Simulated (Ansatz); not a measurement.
Program: Ansatz. Geometries: PBE0-D4/def2-TZVP. ΔE: electronic, gas phase. CBS: MP2 limit from def2 TZ/QZ plus the TZ coupled-cluster correction, frozen cores. This one scheme is used for every species. DFT in def2-TZVPP. HSE06 is defined as in plane-wave codes.

Consider the formal exchange of groups at a B–C bond: `BC#N` + `[SiH3]Cl` → `B[SiH2]Cl` + `C#N`.

| level | ΔE (eV) |
| --- | --- |
| ωB97X-V | 0.73 |
| HSE06 | 0.73 |

Problem. What does CCSD(T)/CBS give? (An estimate is asked.)

Solution. Computed: +0.72 eV. The listed levels differ from it by 0.01, 0.01 eV.

Largest T1 diagnostic among the species: 0.014.

At CCSD(T), def2-SVP lies +0.04 eV from the extrapolated value and def2-TZVPP +0.01 eV. In def2-TZVPP, CCSD(T) changes the Hartree–Fock value by −0.11 eV (the triples alone add +0.00 eV) and MP2 by −0.05 eV. Leaving LDA and LC-ωPBE aside and taking each functional with its dispersion term where it has one, the values, not all of them listed here, spread over 0.10 eV, from revPBE-D4 to B2PLYP.
